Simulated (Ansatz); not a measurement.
# One shape, several levels: triplet SiNH2F

Wanted: a comparison of 6 runs (UHF/STO-3G, U-revPBE/STO-3G, U-wB97M-V/STO-3G, UBHLYP/STO-3G, RPA@PBE/STO-3G, UMP2/STO-3G) of triplet SiNH2F. 

The results are computed with Ansatz 0.2.0.

69 further runs of the same task are left out: 69 set aside as unsound or not needed.

## Step 1: The structure to begin with

SiNH2F: 5 atoms, total charge 0, spin state triplet. As SMILES of the parent species, `N[Si]F`. Geometry: relaxed at PBE0-D4/def2-TZVP. This is one conformer, not always the lowest. That shape belongs to the parent species and isn't relaxed for this state.

Bond lengths: N1–Si2 1.702 Å, Si2–F3 1.622 Å, N1–H4 1.010 Å, N1–H5 1.008 Å. Angles: N1–Si2–F3 98.5°, Si2–N1–H4 125.0°, Si2–N1–H5 122.2°, H4–N1–H5 112.8°.

## Step 2: A single-point energy at UHF/STO-3G (run 1)

Input file input.yaml:

```yaml
crystal:
  periodic: [false, false, false]
  atoms:
    - {symbol: "N", position_ang: [-0.421300, 0.240100, -0.331100]}
    - {symbol: Si, position_ang: [0.136100, -1.133600, 0.505100]}
    - {symbol: F, position_ang: [1.565400, -0.548800, 1.001500]}
    - {symbol: H, position_ang: [0.085400, 1.109600, -0.420900]}
    - {symbol: H, position_ang: [-1.315700, 0.259100, -0.796000]}
basis:
  gaussian:
    orbitals: STO-3G
magnetization:
  spin_polarized: true
  initial_magnetization: 2
hamiltonian:
  xc: hf
accuracy: high
```

Started as:

```bash
$ ansatz run input.yaml --threads 1 --pin off --max-ram 2610MiB --events-out events.jsonl --progress --plain --runs-dir runs
```

What it wrote:

```text
Warning: RAYON_NUM_THREADS=1 ignored (pool sized by the plan → 1); use --threads N
Functional definition: HF
  name "HF"
  exchange = exact_x
  correlation = 0
383 factors; integrals over basis functions are off by at most 2.9e-8 eV
mean field evaluation 1: about -11928.6181 eV, gradient 1.2e1 eV
mean field evaluation 2: about -11928.7022 eV, gradient 1.2e1 eV
mean field evaluation 4: about -11930.1941 eV, gradient 1.6e0 eV
mean field evaluation 8: about -11930.2553 eV, gradient 6.0e-4 eV
mean field evaluation 16: about -11928.0703 eV, gradient 4.4e-1 eV
mean field -11930.25423457 eV, -438.4287565037 hartree, gradient 3.7e-8 eV, S^2 2.003116; 0 other end points of the search recorded, 0 dependent functions left out
reference -11930.25423457 eV, -438.4287565037 hartree; 17, 15 occupied and 4, 6 virtual orbitals, 383 factors
Total energy: -11930.25423457 eV, -438.4287565037 hartree
```

Wall time 0.16 s (1 thread of Arm Neoverse V1, shared host).

## Step 3: A single-point energy at U-revPBE/STO-3G (run 2)

Input file molecule.yaml:

```yaml
crystal:
  periodic: [false, false, false]
  atoms:
    - {symbol: "N", position_ang: [-0.421300, 0.240100, -0.331100]}
    - {symbol: Si, position_ang: [0.136100, -1.133600, 0.505100]}
    - {symbol: F, position_ang: [1.565400, -0.548800, 1.001500]}
    - {symbol: H, position_ang: [0.085400, 1.109600, -0.420900]}
    - {symbol: H, position_ang: [-1.315700, 0.259100, -0.796000]}
basis:
  gaussian:
    orbitals: STO-3G
hamiltonian:
  xc: {name: revPBE}
accuracy: high
magnetization:
  spin_polarized: true
  initial_magnetization: 2
```

Started as:

```bash
$ ansatz run molecule.yaml --threads 1 --pin off --max-ram 2610MiB --events-out events.jsonl --progress --plain --runs-dir runs
```

What it wrote:

```text
Warning: RAYON_NUM_THREADS=1 ignored (pool sized by the plan → 1); use --threads N
Functional definition: revPBE
  name "revPBE"
  parameter kappa = 1.245
  parameter beta = 0.06672455060314922
  exchange = pbe_x(kappa = kappa, mu = beta*pi^2/3)
  correlation = pbe_c(beta = beta)
383 factors; integrals over basis functions are off by at most 2.9e-8 eV
mean field evaluation 1: about -11958.1516 eV, gradient 1.4e1 eV
mean field evaluation 2: about -11950.3911 eV, gradient 3.2e1 eV
mean field evaluation 4: about -11959.1986 eV, gradient 4.3e0 eV
mean field evaluation 8: about -11959.3271 eV, gradient 4.0e-2 eV
mean field evaluation 16: about -11959.3271 eV, gradient 6.9e-7 eV
mean field evaluation 32: about -11959.2803 eV, gradient 1.3e0 eV
mean field -11959.32712018 eV, -439.4971653434 hartree, gradient 2.5e-8 eV, S^2 2.000888; 3 other end points of the search recorded, 0 dependent functions left out
reference -11959.32712251 eV, -439.4971654292 hartree; 17, 15 occupied and 4, 6 virtual orbitals, 383 factors
Total energy: -11959.32712251 eV, -439.4971654292 hartree
```

Wall time 2.4 s (1 thread of Arm Neoverse V1, shared host); peak memory 0.13 GiB.

Run 3 isn't shown in full; the table further down has it.

## Step 4: The energy at UBHLYP/STO-3G (run 4)

Input file input.yaml:

```yaml
basis:
  gaussian:
    orbitals: STO-3G
crystal:
  periodic: [false, false, false]
  atoms:
    - symbol: "N"
      position_ang: [-0.421300, 0.240100, -0.331100]
    - symbol: Si
      position_ang: [0.136100, -1.133600, 0.505100]
    - symbol: F
      position_ang: [1.565400, -0.548800, 1.001500]
    - symbol: H
      position_ang: [0.085400, 1.109600, -0.420900]
    - symbol: H
      position_ang: [-1.315700, 0.259100, -0.796000]
accuracy: high
magnetization:
  spin_polarized: true
  initial_magnetization: 2
hamiltonian:
  xc: {name: BHLYP}
```

Started as:

```bash
$ ansatz run input.yaml --threads 1 --pin off --max-ram 2610MiB --events-out events.jsonl --progress --plain --runs-dir runs
```

What it wrote:

```text
Warning: RAYON_NUM_THREADS=1 ignored (pool sized by the plan → 1); use --threads N
Functional definition: BHLYP
  name "BHLYP"
  parameter a = 0.5
  exchange = (1 - a)*b88_x + a*exact_x
  correlation = lyp_c
383 factors; integrals over basis functions are off by at most 2.9e-8 eV
mean field evaluation 1: about -11959.6581 eV, gradient 1.3e1 eV
mean field evaluation 2: about -11960.2908 eV, gradient 9.5e0 eV
mean field evaluation 4: about -11960.9436 eV, gradient 5.4e-1 eV
mean field evaluation 8: about -11960.9784 eV, gradient 1.4e-2 eV
mean field evaluation 16: about -11960.9784 eV, gradient 4.7e-6 eV
mean field -11960.97838207 eV, -439.5578480988 hartree, gradient 3.3e-8 eV, S^2 2.003459; 0 other end points of the search recorded, 0 dependent functions left out
reference -11960.97840010 eV, -439.5578487614 hartree; 17, 15 occupied and 4, 6 virtual orbitals, 383 factors
Total energy: -11960.97840010 eV, -439.5578487614 hartree
```

Run time: 2.1 s. Hardware: 1 thread of Arm Neoverse V1, shared host; peak memory 0.13 GiB.

Run 5 isn't shown in full; the table further down has it.

## Step 5: The energy at UMP2/STO-3G (run 6)

Input file run.yaml:

```yaml
crystal:
  periodic: [false, false, false]
  atoms:
    - {symbol: N, position_ang: [-0.421300, 0.240100, -0.331100]}
    - {symbol: Si, position_ang: [0.136100, -1.133600, 0.505100]}
    - {symbol: F, position_ang: [1.565400, -0.548800, 1.001500]}
    - {symbol: H, position_ang: [0.085400, 1.109600, -0.420900]}
    - {symbol: H, position_ang: [-1.315700, 0.259100, -0.796000]}
basis:
  gaussian:
    orbitals: STO-3G
magnetization:
  spin_polarized: true
  initial_magnetization: 2
correlation:
  method: mp2
  frozen_orbitals: {F: 1, H: 0, "N": 1, Si: 5}
accuracy: high
```

Started as:

```bash
$ ansatz run run.yaml --threads 1 --pin off --max-ram 2610MiB --events-out events.jsonl --progress --plain --runs-dir runs
```

What it wrote:

```text
Warning: RAYON_NUM_THREADS=1 ignored (pool sized by the plan → 1); use --threads N
[... 4 set-up lines as earlier in the session ...]
383 factors; integrals over basis functions are off by at most 2.9e-8 eV
mean field evaluation 1: about -11928.6181 eV, gradient 1.2e1 eV
mean field evaluation 2: about -11928.7022 eV, gradient 1.2e1 eV
mean field evaluation 4: about -11930.1941 eV, gradient 1.6e0 eV
mean field evaluation 8: about -11930.2553 eV, gradient 6.0e-4 eV
mean field evaluation 16: about -11928.0698 eV, gradient 4.1e-2 eV
mean field -11930.25423457 eV, -438.4287565037 hartree, gradient 3.7e-8 eV, S^2 2.003116; 1 other end points of the search recorded, 0 dependent functions left out
7 core orbitals not correlated: weight in the atoms' cores, before any rotation towards them, 1.000 or more for the frozen orbitals, at most 0.000 for the correlated occupied ones
reference -11930.25423457 eV, -438.4287565037 hartree; 10, 8 occupied and 4, 6 virtual orbitals, 383 factors
second order -2.02350436 eV of doubles, -0.00000000 eV of singles
Total energy: -11932.27773893 eV, -438.5031189175 hartree
```

It took 0.18 s on 1 thread of Arm Neoverse V1, shared host.

## Step 6: Overview of the runs

```
run             level  frozen core orbitals  energy (Eh)   ⟨S²⟩  wall time
  1        UHF/STO-3G                     –  -438.428757  2.003     0.16 s
  2   U-revPBE/STO-3G                     –  -439.497165  2.001      2.4 s
  3  U-wB97M-V/STO-3G                     –  -439.623408  2.002       30 s
  4     UBHLYP/STO-3G                     –  -439.557849  2.003      2.1 s
  5    RPA@PBE/STO-3G                     7  -438.596474  2.001      2.8 s
  6       UMP2/STO-3G                     7  -438.503119  2.003     0.18 s
```

## Step 7: Results

| quantity | value |
| --- | --- |
| run 6: total energy | -438.50312 Eh |
| run 6: correlation energy (7 core orbitals frozen) | -74.4 mEh |
| run 6: ⟨S²⟩ of the reference determinant | 2.003 |

**Reading.** Totals of different functionals can't be ranked against each other. In runs 1, 2, 3, 4, 5, 6 the basis is minimal, so the values are rough. All runs together took 37 s, the longest 30 s.
